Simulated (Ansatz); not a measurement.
Basis-set extrapolation for CH2F2O, SMILES `OC(F)F` (PBE0-D4/def2-TZVP geometry, frozen core, the Gaussian-basis code of Ansatz). Multiplicity 1, RHF reference.

```tsv
	def2-TZVPP	def2-QZVPP
HF	-312.923535	-312.937333
MP2 correlation	-0.900581	-0.979892
CCSD(T) correlation	-0.938803	not run
```

Energies in hartree. Use E(X) = E(∞) + A·exp(−7.88·√X) for Hartree–Fock and E(X) = E(∞) + B·X^(−2.97) for correlation, with X = 3 and 4, and add CCSD(T) minus MP2 of the smaller set to the MP2 limit.

What is the CCSD(T) energy at the basis-set limit?

HF limit: -312.937333 + (-0.013798) × 0.13774 = -312.93923. MP2 limit: -0.979892 + (-0.079311) × 0.74074 = -1.03864. Higher-order term: -0.938803 − (-0.900581) = -0.03822. Total: -314.01609 hartree, 96.5 kcal/mol below CCSD(T)/def2-TZVPP.
